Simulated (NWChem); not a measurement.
Ionisation of N

SMILES: [N]
```xyz
1

N      0.0000     0.0000     0.0000
```
Charge 0, spin multiplicity 4.

Program: NWChem.

Basis set: def2-TZVP. −ε marks an orbital energy of the parent.

B3LYP has NWChem's definition, with VWN1-RPA local correlation. The stability of the SCF solutions was not checked.

Task: Order these methods by the first vertical ionisation energy they give, lowest first: −ε(alpha HOMO) of PBE, −ε(alpha HOMO) of B3LYP, G0W0@PBE, −ε(alpha HOMO) of M06-2X.

Result: −ε(alpha HOMO) of PBE (8.23 eV), −ε(alpha HOMO) of B3LYP (9.73 eV), −ε(alpha HOMO) of M06-2X (11.74 eV), G0W0@PBE (13.47 eV)
